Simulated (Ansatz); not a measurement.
**How methods differ on PH3S (SMILES [PH3]=S)**

The species is PH3S (5 atoms), meant as a singlet with charge 0. SMILES: `[PH3]=S`. The shape is that of a GFN2-xTB optimisation.

```
atom    x (Å)    y (Å)    z (Å)
   P   0.0079  -0.0066   0.0077
   S   1.2617  -0.9411   1.1113
   H  -1.1668   0.4619   0.5945
   H  -0.5325  -0.6766  -1.0892
   H   0.4297   1.1624  -0.6243
```

Quantity: the energy change with the P1–H3 bond stretched from 1.394 to 3.486 Å, in eV. The values are calculated.

```json
{"level": "HF/STO-3G (restricted)", "kind": "Hartree–Fock", "program": "Ansatz", "value (eV)": "7.92"}
{"level": "revPBE/STO-3G (restricted)", "kind": "GGA", "program": "Ansatz", "value (eV)": "4.19"}
{"level": "CAM-B3LYP/STO-3G (restricted)", "kind": "range-separated hybrid", "program": "Ansatz", "value (eV)": "5.85"}
{"level": "B2PLYP/STO-3G (restricted)", "kind": "double hybrid", "program": "Ansatz", "value (eV)": "3.90"}
{"level": "MP2/STO-3G (restricted)", "kind": "perturbation theory", "program": "Ansatz", "value (eV)": "3.10"}
{"level": "CCSD(T)/STO-3G (restricted)", "kind": "coupled cluster or CI", "program": "Ansatz", "value (eV)": "?"}
{"level": "CCSDT(Q)/STO-3G (restricted)", "kind": "coupled cluster or CI", "program": "Ansatz", "value (eV)": "2.46"}
{"level": "CCSDT/STO-3G (restricted)", "kind": "coupled cluster or CI", "program": "Ansatz", "value (eV)": "2.46"}
{"level": "FCI/STO-3G", "kind": "exact in the basis", "program": "Ansatz", "value (eV)": "2.46"}
```

Q: Estimate what the levels marked ? give.

A: As computed at these levels: CCSD(T)/STO-3G (restricted): 2.24 eV. Spin-restricted single references rise too steeply as a bond breaks, Hartree–Fock most of all. Perturbation and coupled-cluster corrections on them can overshoot downwards. The first shape isn't each level's own minimum. The values span 2.24 to 7.92 eV. All rows use very small basis sets, so even the best lies far from the true value.
